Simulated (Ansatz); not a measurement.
# C2H2F2O: ionisation energy by level of theory

The task here is to estimate one member of a computed series from the others.

The runs use Ansatz 0.2.0, Gaussian basis; unrestricted cation, the program's frozen cores in correlated methods.

The runs, in order: UKS PBE-D4/def2-TZVPP; UKS r2SCAN-D4/def2-TZVPP; UKS PBE0-D4/def2-TZVPP; UKS B3LYP-D4/def2-TZVPP; UKS wB97X-V/def2-TZVPP; UKS wB97M-V/def2-TZVPP; UKS B2PLYP/def2-TZVPP; UHF-CCSD(T)/def2-TZVPP; UHF-MP2/def2-QZVPP; extrapolation to the limit; then −ε(HOMO) from the neutral's earlier runs with LDA (SPW92), PBE-D4, revPBE-D4, BLYP-D4, r2SCAN-D4, B97M-V, PBE0-D4, B3LYP-D4, r2SCANh-D4, r2SCAN0-D4, HSE06-D4, BHLYP-D4, CAM-B3LYP-D4, LC-ωPBE, ωB97X-V, ωB97M-V.

**Structure used throughout**

An earlier PBE0-D4 in a triple-zeta def2 set relaxation fixed the geometry.

SMILES `F[C@@H]1O[C@H]1F`, 7 atoms, charge 0, spin multiplicity 1.

Atoms are counted from 1 here; the program's logs count them from 0.

Bond lengths: F1–C2 1.344 Å, C2–O3 1.395 Å, C2–C4 1.447 Å, C2–H6 1.086 Å, O3–C4 1.395 Å, C4–F5 1.344 Å, C4–H7 1.086 Å. Angles: F1–C2–O3 115.3°, F1–C2–C4 120.1°, F1–C2–H6 112.0°, O3–C2–C4 58.8°, O3–C2–H6 116.8°, C4–C2–H6 123.1°, C2–O3–C4 62.5°, C2–C4–O3 58.8°, C2–C4–F5 120.0°, C2–C4–H7 123.1°, O3–C4–F5 115.3°, O3–C4–H7 116.8°, F5–C4–H7 112.0°.

The first run:

Contents of in.yaml:

```yaml
crystal:
  periodic: [false, false, false]
  atoms:
    - {symbol: F, position_ang: [0.607872, -1.511712, 0.834792]}
    - {symbol: C, position_ang: [0.032041, -0.311147, 0.651495]}
    - {symbol: O, position_ang: [-1.098526, -0.311516, -0.166197]}
    - {symbol: C, position_ang: [0.051267, 0.309627, -0.655034]}
    - {symbol: F, position_ang: [-0.022198, 1.647111, -0.765858]}
    - {symbol: H, position_ang: [-0.032506, 0.255054, 1.576092]}
    - {symbol: H, position_ang: [0.523249, -0.145518, -1.520889]}
basis:
  gaussian: {orbitals: def2-TZVPP}
total_charge: 1
magnetization: {spin_polarized: true, initial_magnetization: 1}
hamiltonian: {xc: pbe, dispersion: d4}
```

On the command line:

```
ansatz run in.yaml --threads 4 --pin off --events-out ev --progress --plain --max-ram 10444MiB
```

Among the steps run: Cation, UKS PBE-D4/def2-TZVPP; Cation, UKS r2SCAN-D4/def2-TZVPP; Cation, UKS PBE0-D4/def2-TZVPP; Cation, UKS B3LYP-D4/def2-TZVPP; Cation, UKS wB97X-V/def2-TZVPP; Cation, UKS wB97M-V/def2-TZVPP; Cation, UKS B2PLYP (frozen core)/def2-TZVPP; Cation, UHF-CCSD(T)/def2-TZVPP; Cation, UHF-MP2/def2-QZVPP.

One table of the session follows, with a row left open; its other results are not shown here.

It belongs to the step «Ionisation energies side by side». Orbital estimates, from the neutral's runs:

| functional | −ε(HOMO) (eV) |
| --- | --- |
| LDA (SPW92) | 7.77 |
| PBE-D4 | 7.55 |
| revPBE-D4 | 7.47 |
| BLYP-D4 | 7.50 |
| r2SCAN-D4 | 7.87 |
| B97M-V | ? |
| PBE0-D4 | 9.18 |
| B3LYP-D4 | 8.97 |
| r2SCANh-D4 | 8.48 |
| r2SCAN0-D4 | 9.39 |
| HSE06-D4 | 8.77 |
| BHLYP-D4 | 10.75 |
| CAM-B3LYP-D4 | 10.70 |
| LC-ωPBE | 12.00 |
| ωB97X-V | 11.63 |
| ωB97M-V | 11.55 |

**Question.** Estimate the row for B97M-V.

The run gave: −ε(HOMO) (eV): 8.00. In the column «−ε(HOMO) (eV)» it lies between r2SCAN-D4 (7.87) and r2SCANh-D4 (8.48).

To keep in mind: The cation may have settled in a state other than its lowest; no search over hole states beyond the program's own was made.
